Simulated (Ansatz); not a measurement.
Name a neutral molecule of C, Si and H with size of the dipole moment (B3LYP/def2-TZVPP) between 0.70 and 1.00 D and LUMO energy (ωB97M-V/def2-TZVPP) between 2.35 and 2.65 eV (Ansatz, PBE0-D4/def2-TZVP geometry).

`C[SiH2]C` (0.78 D, 2.50 eV); `CC[SiH2]C` (0.80 D, 2.40 eV). Other molecules can fit too; these were computed, each in one conformer that needn't be the lowest.

B3LYP here is the variant with VWN-RPA as its local correlation; programs differ in this.
